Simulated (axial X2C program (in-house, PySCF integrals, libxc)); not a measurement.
**Potential curves of BN⁺, with spin–orbit coupling**

All values were computed with an in-house all-electron X2C program for linear molecules (integrals from PySCF). Two-component (2c) means X2C with spin–orbit coupling and atomic mean-field two-electron Coulomb and Gaunt terms. Basis: N dyall-av3z [7s7p3d2f], B dyall-v3z [7s6p2d1f] (cores contracted in-house); Gaussian nuclei, density fitting, unrestricted open shells. Masses: N 14.003 u, B 11.009 u.

State: Ω = 3/2 (⟨Sz⟩ = 1.50, ⟨Lz⟩ = 0.00 at HF). Energies in cm⁻¹ from the fragments at the same level (N + B+). Fits are polynomials in 1 − R0/R over 0.85 to 1.23 times the lowest point R0.

```json
{"R (Å)": "1.1928", "MP2": "979", "HF": "4601", "CCSD": ""}
{"R (Å)": "1.2476", "MP2": "-5188", "HF": "-1174", "CCSD": "-1492"}
{"R (Å)": "1.2887", "MP2": "-8241", "HF": "-3929", "CCSD": "-4622"}
{"R (Å)": "1.3299", "MP2": "-10247", "HF": "-5640", "CCSD": "-6721"}
{"R (Å)": "1.3710", "MP2": "-11412", "HF": "-6528", "CCSD": "-8002"}
{"R (Å)": "1.4190", "MP2": "-11952", "HF": "-6784", "CCSD": "-8716"}
{"R (Å)": "1.4670", "MP2": "-11825", "HF": "-6445", "CCSD": "-8822"}
{"R (Å)": "1.5287", "MP2": "-10978", "HF": "-5496", "CCSD": "-8392"}
{"R (Å)": "1.6041", "MP2": "-9307", "HF": "-4109", "CCSD": ""}
{"R (Å)": "1.7138", "MP2": "-6633", "HF": "-2656", "CCSD": ""}
```

Correlated methods: 7 electrons correlated (number of frozen shells: N 1 s; B 1 s), 177 virtual spin orbitals or spinors in MP2, 81 natural virtuals in coupled cluster.

The state is a single determinant with fixed occupations, the lowest that a limited PBE0 search found. De is counted from the lowest determinant-based energies of the atoms at the same level, without counterpoise correction. CCSD ran in a truncated set of natural virtual spinors with an MP2 remainder; without triples it tends to underbind. PBE0 can misorder states that lie within some tenths of an eV, so this need not be the ground state of the molecule. The nearest other 2c determinant of the search, Ω = 1/2, lies 0.32 eV up at the distance of the search. With several unpaired electrons one determinant need not be a pure state. This is the top spin component of a Σ state; components of lower Ω are not single determinants and can lie lower. Coupled cluster ran on the points near the minimum only. MP2 and coupled cluster on one determinant become unreliable at the stretched end.

(1) What are Re, ωe and De at the MP2 level?

(2) What are Re, ωe and De at the HF level?

(3) What are Re, ωe and De at the CCSD level?

Answers

(1) At MP2, 2c: Re = 1.432 Å, ωe ≈ 1200 cm⁻¹, De = 1.48 eV to N + B+; Be follows as 1.33 cm⁻¹.

(2) At HF, 2c: Re = 1.412 Å, ωe ≈ 1220 cm⁻¹, De = 0.84 eV to N + B+; Be follows as 1.37 cm⁻¹.

(3) At CCSD, 2c: Re = 1.453 Å, ωe ≈ 1040 cm⁻¹, De = 1.10 eV to N + B+; Be follows as 1.3 cm⁻¹.
